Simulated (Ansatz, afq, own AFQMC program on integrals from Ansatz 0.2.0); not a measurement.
**HBrF, doublet: AFQMC among the cluster methods**

```xyz
3

Br    0.0000    0.0000   -1.6427
H     0.0000    0.0000    0.2723
F     0.0000    0.0000    1.3703
```

Connectivity, by distances: Br ··· FH.

Basis cc-pVTZ. Only valence electrons are correlated. Integrals, coupled cluster, full CI and functionals: Ansatz 0.2.0; the random walks run on the same integrals in our own AFQMC program. ph-AFQMC/CISD is guided by a CISD state made of CCSD amplitudes; releasing the constraint for a short imaginary time cuts its bias at the price of noise, slowly where states lie close. ± is one standard error of the sampling. No spin–orbit coupling.

Determinant: UHF, the one that the program's search chose, which needn't be the lowest solution. The geometry is a point of a scan.

No full CI on the walks' own integrals is used here; CCSDT(Q) serves as the reference and is uncertain by about the last step of the cluster series.

Cautions: no relativity below Rb; no spin-orbit coupling; inner d shell frozen; the ph-AFQMC/HF walk drifts between its halves (2.6 errors).

The T1 diagnostic is 0.0093. The weight of the determinant in the CISD state is 0.887 and the ⟨S²⟩ of the determinant is 0.759. The size of the correlated space is 15 electrons in 72 orbitals.

| level | correlation energy (eV) |
| --- | --- |
| MP2 | -11.4060 |
| CCSD | -11.9236 |
| CCSD(T) | -12.2705 |

(1) Estimate where phaseless AFQMC with a CISD trial lies against CCSD(T) on the same integrals.

(1) 0.6 ± 0.6 kJ/mol below CCSD(T). The gap is under twice the noise, so this walk alone can't tell the two apart.

Reference: CCSDT(Q), correlation energy -12.301 eV. The released energy is read at 1.50 1/Eh (meV from the phaseless value at times in 1/Eh: -10 ± 5 at 0.24, -19 ± 5 at 0.51, -32 ± 6 at 0.99, -36 ± 10 at 1.50).

| level | E − E(reference) (kJ/mol) | share of correlation (%) |
| --- | --- | --- |
| CCSD(T) | 2.9 | 99.75 |
| CCSDT | 1.3 | 99.89 |
| ph-AFQMC/HF | 4.2 ± 2.8 | 99.65 |
| ph-AFQMC/CISD | 2.3 ± 0.6 | 99.81 |
| released AFQMC | -1.1 ± 1.0 | 100.10 |

A walk keeps the symmetry of its determinant, which the program's search chose and which needn't be the lowest solution, so a lower state of the same spin and another symmetry isn't excluded. Released energies are given only where the last usable release times agree within the noise; a slower fall can still hide under it.
